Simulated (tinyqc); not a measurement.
G0W0 on RHF in the sto-3g basis, for H2F+, spin multiplicity 1, step by step (part 2 of 2). Computed by tinyqc, a small Python program that keeps every step (integrals from PySCF). Command: `OMP_NUM_THREADS=1 python tinyqc.py 21239 21240 out.jsonl` (the two numbers bound the seeds that draw the settings). One thread of a shared host (Intel(R) Xeon(R) Processor @ 2.60GHz), about 0.09 s of CPU time with the checks.

Geometry (angstrom):
```
atom         x          y         z
F     0.000000   0.000000  0.000000
H     0.000000   0.830000  0.498000
H     0.000000  -0.830000  0.498000
```

## Screening: direct RPA

orbital energies (hartree): MO1 -26.625050, MO2 -2.069272, MO3 -1.222822, MO4 -1.077506, MO5 -1.048025, MO6 -0.000894, MO7 0.187295

Two-electron integrals over orbitals (pq|rs), unique and non-zero (hartree):
```
(11|11) 5.361661    (21|11) -0.501531   (21|21) 0.074559    (22|11) 1.200143
(22|21) -0.018989   (22|22) 0.857672    (31|31) 0.017037    (32|31) 0.025606
(32|32) 0.160300    (33|11) 0.986906    (33|21) -0.007948   (33|22) 0.759764
(33|33) 0.741007    (41|11) 0.130294    (41|21) -0.016254   (41|22) 0.014295
(41|33) 0.004918    (41|41) 0.029103    (42|11) -0.085206   (42|21) 0.008058
(42|22) 0.008782    (42|33) -0.003861   (42|41) 0.030900    (42|42) 0.160840
(43|31) -0.003645   (43|32) 0.005588    (43|43) 0.046967    (44|11) 1.180781
(44|21) -0.014881   (44|22) 0.823616    (44|33) 0.721530    (44|41) -0.011434
(44|42) -0.090377   (44|44) 0.918892    (51|51) 0.029627    (52|51) 0.039016
(52|52) 0.180608    (53|53) 0.038343    (54|51) -0.009519   (54|52) -0.034008
(54|54) 0.055792    (55|11) 1.264004    (55|21) -0.014059   (55|22) 0.878708
(55|33) 0.748654    (55|41) 0.003698    (55|42) -0.046764   (55|44) 0.847608
(55|55) 0.997514    (61|11) 0.230545    (61|21) -0.035977   (61|22) 0.004900
(61|33) 0.002734    (61|41) -0.003818   (61|42) -0.018170   (61|44) 0.013646
(61|55) 0.006303    (61|61) 0.022696    (62|11) -0.303983   (62|21) 0.008062
(62|22) -0.148853   (62|33) -0.091501   (62|41) -0.016905   (62|42) -0.037386
(62|44) -0.114157   (62|55) -0.157095   (62|61) 0.002912    (62|62) 0.078530
(63|31) -0.004018   (63|32) 0.029248    (63|43) 0.016766    (63|63) 0.069643
(64|11) -0.237975   (64|21) 0.002631    (64|22) -0.125306   (64|33) -0.073953
(64|41) -0.007479   (64|42) -0.001247   (64|44) -0.134369   (64|55) -0.128507
(64|61) 0.001841    (64|62) 0.059877    (64|64) 0.061942    (65|51) -0.014922
(65|52) -0.056473   (65|54) -0.005066   (65|65) 0.027758    (66|11) 0.698575
(66|21) -0.005566   (66|22) 0.576823    (66|33) 0.560226    (66|41) 0.016442
(66|42) 0.067791    (66|44) 0.537613    (66|55) 0.551302    (66|61) -0.004211
(66|62) -0.052449   (66|64) -0.027924   (66|66) 0.545394    (71|31) 0.017576
(71|32) 0.025143    (71|43) -0.003880   (71|63) -0.003807   (71|71) 0.018156
(72|31) 0.017363    (72|32) 0.062278    (72|43) -0.023373   (72|63) -0.028698
(72|71) 0.017164    (72|72) 0.056029    (73|11) 0.427401    (73|21) -0.008671
(73|22) 0.202214    (73|33) 0.160601    (73|41) -0.001254   (73|42) -0.055908
(73|44) 0.207053    (73|55) 0.228428    (73|61) 0.005598    (73|62) -0.075389
(73|64) -0.074441   (73|66) 0.020241    (73|73) 0.159257    (74|31) -0.007704
(74|32) -0.056052   (74|43) 0.012451    (74|63) -0.038497   (74|71) -0.007911
(74|72) -0.011975   (74|74) 0.046604    (75|53) 0.025613    (75|75) 0.020379
(76|31) -0.010743   (76|32) -0.100932   (76|43) -0.041991   (76|63) -0.084223
(76|71) -0.010874   (76|72) 0.006131    (76|74) 0.056362    (76|76) 0.159940
(77|11) 0.822795    (77|21) -0.008298   (77|22) 0.625537    (77|33) 0.626733
(77|41) 0.003214    (77|42) 0.005865    (77|44) 0.605767    (77|55) 0.614175
(77|61) 0.003243    (77|62) -0.049932   (77|64) -0.030643   (77|66) 0.542167
(77|73) 0.077296    (77|77) 0.587773
```

With D = e_a - e_i and K = (ia|jb): diagonalise D^(1/2) (D + 4K) D^(1/2) = Z w^2 Z^T; X + Y = D^(1/2) Z w^(-1/2), each column of Z with its largest component positive (the first on a tie); E_c = (sum w - tr (D + 2K)) / 2.

D^(1/2) (D + 4K) D^(1/2) (hartree^2):
```
            1>6         1>7        2>6        2>7        3>6        3>7        4>6        4>7
1>6  711.262763    0.000000   0.086427   0.000000   0.000000   0.137196   0.039435   0.000000
1>7    0.000000  720.849091   0.000000   0.534036  -0.087173   0.000000   0.000000  -0.184269
2>6    0.086427    0.000000   4.927904   0.000000   0.000000  -0.515005   0.357406   0.000000
2>7    0.000000    0.534036   0.000000   5.597823  -0.190614   0.000000   0.000000  -0.080921
3>6    0.000000   -0.087173   0.000000  -0.190614   1.833504   0.000000   0.000000  -0.191436
3>7    0.137196    0.000000  -0.515005   0.000000   0.000000   2.886712  -0.366887   0.000000
4>6    0.039435    0.000000   0.357406   0.000000   0.000000  -0.366887   1.425842   0.000000
4>7    0.000000   -0.184269   0.000000  -0.080921  -0.191436   0.000000   0.000000   1.835501
5>6    0.000000    0.000000   0.000000   0.000000   0.000000   0.000000   0.000000   0.000000
5>7    0.000000    0.000000   0.000000   0.000000   0.000000   0.000000   0.000000   0.000000

          5>6       5>7
1>6  0.000000  0.000000
1>7  0.000000  0.000000
2>6  0.000000  0.000000
2>7  0.000000  0.000000
3>6  0.000000  0.000000
3>7  0.000000  0.000000
4>6  0.000000  0.000000
4>7  0.000000  0.000000
5>6  1.212749  0.000000
5>7  0.000000  1.626713
```

excitation energies w (hartree): [1.101249, 1.150410, 1.275426, 1.278152, 1.422784, 1.677835, 2.258727, 2.368203, 26.669511, 26.848641]

X + Y:
```
            1          2         3         4          5          6          7          8
1>6  0.000000  -0.000414  0.000000  0.000000   0.000000  -0.000818  -0.000265   0.000000
1>7  0.000000   0.000000  0.000000  0.001050   0.000497   0.000000   0.000000  -0.002545
2>6  0.000000  -0.090123  0.000000  0.000000   0.000000   0.290820   0.921285   0.000000
2>7  0.000000   0.000000  0.000000  0.064550  -0.026459   0.000000   0.000000   0.974777
3>6  0.000000   0.000000  0.000000  0.698884  -0.646485   0.000000   0.000000  -0.035521
3>7  0.000000   0.229105  0.000000  0.000000   0.000000   0.868720  -0.192287   0.000000
4>6  0.000000   0.944218  0.000000  0.000000   0.000000  -0.146485   0.081392   0.000000
4>7  0.000000   0.000000  0.000000  0.694005   0.675251   0.000000   0.000000  -0.013792
5>6  0.975120   0.000000  0.000000  0.000000   0.000000   0.000000   0.000000   0.000000
5>7  0.000000   0.000000  0.984152  0.000000   0.000000   0.000000   0.000000   0.000000

            9         10
1>6  0.999149   0.000000
1>7  0.000000   0.999324
2>6  0.000034   0.000000
2>7  0.000000   0.000216
3>6  0.000000  -0.000026
3>7  0.000045   0.000000
4>6  0.000011   0.000000
4>7  0.000000  -0.000056
5>6  0.000000   0.000000
5>7  0.000000   0.000000
```

RPA correlation energy = -0.04420220 hartree

## G0W0 on Hartree-Fock: HOMO

W(p,q,m) = sqrt2 sum_ia (pq|ia) (X+Y)_ia,m; Sigma_c(x) = sum_(i,m) W^2/(x - e_i + w_m) + sum_(a,m) W^2/(x - e_a - w_m); solve x = e_p + Sigma_c(x) by Newton steps; Z = 1/(1 - dSigma/dx); 1 hartree = 27.211386 eV.

The 12 largest terms at x = e_p (hartree; W for the signs of X + Y given):
```
q  m          W       term
5  7  -0.281590   0.035105
5  6   0.242641   0.035090
5  2  -0.077569   0.005230
2  1  -0.077878   0.002857
3  3   0.035648   0.000876
6  1   0.038279  -0.000682
7  3   0.028363  -0.000320
4  1  -0.006986   0.000043
1  1  -0.020578   0.000016
5  9   0.008910   2.98e-06
```

Newton steps (hartree):
```
step          x  Sigma_c(x)         Z
0     -1.048025    0.078218  0.958372
1     -0.973063    0.075092  0.961499
2     -0.972938    0.075087  0.961504
3     -0.972938    0.075087  0.961504
```

quasiparticle energy of the HOMO = -26.474997 eV

Hartree-Fock value = -28.518226 eV

## G0W0 on Hartree-Fock: LUMO

As before.

The 12 largest terms at x = e_p (hartree; W for the signs of X + Y given):
```
q  m          W       term
7  5   0.130588  -0.010586
2  7   0.129708   0.003888
3  5  -0.099364   0.003733
4  7   0.105385   0.003330
6  7  -0.077052  -0.002628
4  6  -0.079663   0.002304
2  6  -0.072729   0.001412
4  2   0.050961   0.001166
5  1   0.038279   0.000682
2  2   0.045518   0.000644
7  4  -0.027382  -0.000511
6  2  -0.024042  -0.000502
```

Newton steps (hartree):
```
step          x  Sigma_c(x)         Z
0     -0.000894    0.003664  0.985802
1      0.002718    0.003612  0.985779
2      0.002718    0.003612  0.985779
```

quasiparticle energy of the LUMO = 0.073972 eV

Hartree-Fock value = -0.024320 eV
